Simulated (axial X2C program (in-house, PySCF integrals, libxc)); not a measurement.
Estimating the spin–orbit splitting of the π levels of BF

Calculated with an axial X2C code built on PySCF integrals. Spin-free means the one-electron spin-free X2C Hamiltonian; two-component (2c) means X2C with spin–orbit coupling and atomic mean-field two-electron Coulomb and Gaunt terms, so the difference of the two also holds small scalar two-electron terms. Basis: F dyall-av3z [7s6p3d2f], B dyall-v3z [7s6p2d1f] (cores contracted in-house); Gaussian nuclei, density fitting, unrestricted open shells. Masses: F 18.998 u, B 11.009 u.

Hartree–Fock at 1.266 Å, closed shell. Valence p splittings ε(p3/2) − ε(p1/2) of spherical Dirac–Hartree–Fock atoms with fractionally filled p shells: F 2p 0.072 eV.

| filled π level (eV), spin-free | B p share | F p share |
| --- | --- | --- |
| -20.24 | 0.07 | 0.85 |

(1) In first order a p shell splits by 3ζ/2 and a π orbital by ζ. Estimate the splitting of each π level from the shares.

The two-component Hartree–Fock calculation gives:

```
ε(ω = 1/2) (eV)  σ share of it  ε(ω = 3/2) (eV)  splitting (eV)  estimate (eV)
        -20.265           0.00          -20.220            0.05           0.04
```

The estimate leaves out the mixing of π1/2 with σ1/2 levels, which pushes the ω = 1/2 spinor up or down, the d and f parts of the orbital, small shares of the strongly split outer-core p shell of a metal, the Gaunt term (absent from the atomic values), and the change of the atomic p orbitals with charge; Löwdin shares depend on the basis.

Results:

(1) level -20.24 eV: (2/3) × (0.85 × 0.072) = 0.04 eV.
